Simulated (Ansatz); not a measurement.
Ideal-gas functions of C₂H₂ClN, SMILES `N#CCCl` at 500 K and 1 bar, from an Ansatz frequency run at PBE0-D4/def2-TZVP.

Molar mass 75.5 g/mol, point group Cs (symmetry number 1), electronic degeneracy 1, moments of inertia 19.693, 160.748, 177.26 u Å². Harmonic wavenumbers (cm⁻¹, unscaled): 189, 365, 506, 770, 918, 971, 1204, 1291, 1457, 2391, 3104, 3159.

Use S(trans) = R[1.5 ln M + 2.5 ln T − 1.1517]; rotational temperatures θ = 24.2544 K / I; S(rot) = R[ln(√π/σ · √(T³/θAθBθC)) + 1.5]; for each mode x = 1.438777 ν̃/T, S = R[x/(eˣ − 1) − ln(1 − e⁻ˣ)] and H = RT x/(eˣ − 1); 1 cm⁻¹ = 0.0119627 kJ/mol; R = 8.31446 J/(mol·K).

Task: By hand: the entropy, in J/(mol·K).

Result: Translation 173.5. Rotation: θ = 1.2316, 0.1509, 0.1368 K, giving 110.0. Vibration, mode by mode: 13.48, 8.28, 5.89, 3.22, 2.30, 2.04, 1.19, 0.98, 0.66, 0.07, 0.01, 0.01, in all 38.1. Electronic 0.0. Sum 321.6 J/(mol·K).

Task: By hand: H − E and G − E in kJ/mol, counted from the electronic energy.

Result: Zero-point energy ½ × 16325 × 0.0119627 = 97.6; thermal vibration 11.2; translation, rotation and pV give 4 RT = 16.6. H − E = 125.4 kJ/mol, and G − E = 125.4 − 500 × 321.6/1000 = -35.4 kJ/mol.

Vibration gives 12 % of the entropy.
